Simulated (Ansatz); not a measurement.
Question: Name a neutral molecule of B, O, Si and H with HOMO energy (ωB97M-V/def2-TZVPP) between -10.25 and -9.95 eV and LUMO energy (PBE0/def2-TZVPP) between -1.25 and -0.95 eV (Ansatz, PBE0-D4/def2-TZVP geometry).

Answer: `OB[SiH3]` (-10.07 eV, -1.07 eV). Other molecules can fit too; these were computed, each in one conformer that needn't be the lowest.
